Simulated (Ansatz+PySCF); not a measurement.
A calculation with PySCF 2.14.0.

```python
from pyscf import gto, scf, cc

mol = gto.M(atom="""
C 0.000000 0.000000 0.000000
C 0.000000 0.000000 1.110000
""", basis='sto-3g', charge=0, spin=0)
mf = scf.UHF(mol)
mf.kernel()
mycc = cc.CCSD(mf, frozen=2).run()
et = mycc.ccsd_t()
print(mf.e_tot, mycc.e_corr, et, mycc.e_tot + et)
```

The script is written out from the run's settings.

Output:

```
Converged                       : yes
Reference energy                : -74.38354 hartree
CCSD correlation energy         : -0.24242 hartree
Triples correction              : -0.01225 hartree
Total energy                    : -74.63821 hartree
Spin squared of the determinant : 0.000
```

The reference isn't the lowest determinant (another lies 3.60 eV lower), but the same method gives a higher total on the lower determinant. Caution: large amplitudes, a single reference is doubtful.
